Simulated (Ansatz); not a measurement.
# Active spaces for C₃H₄, singlet

Calculated in Ansatz's Gaussian-basis code. Basis cc-pVDZ, nonrelativistic, 3 orbitals frozen in the corrections. State-specific CASSCF; RHF is the lowest restricted (open-shell) Hartree–Fock solution met. No symmetry is imposed, so a solution can break that of the shape. No proof that the lowest CASSCF solution was found.

Geometry:

```csv
atom,x (Å),y (Å),z (Å)
C,0.0000,0.0000,0.2149
C,0.0000,0.0000,1.4331
C,0.0000,0.0000,-1.2465
H,0.0000,0.0000,2.4989
H,0.0000,1.0211,-1.6362
H,0.8843,-0.5106,-1.6362
H,-0.8843,-0.5106,-1.6362
```

(1) What do CASSCF and its corrections give against RHF in CAS(2,2), and what are the occupations?

(2) How do single-reference totals in the same basis and frozen core stand against SC-NEVPT2 in CAS(2,2)?

(3) Roughly how much CPU time does a whole run from the default start take (median of such runs, summed over threads; nearly all runs on one pinned thread of a shared server, mostly Xeon at 2.3 to 2.6 GHz, by a development driver)?

Answers

(1) CASSCF -0.635 eV, SC-NEVPT2 -10.849 eV; occupations 1.94, 0.06.

(2) CCSD(T) -1.220 eV, CCSDT -1.235 eV. Coupled cluster stands on the determinant that it favours, which can lie over the RHF solution above, and is in doubt where the occupations are far from 0, 1 and 2.

(3) CAS(2,2): about 5.7 s. Other jobs ran beside these, and the count of passes differs.
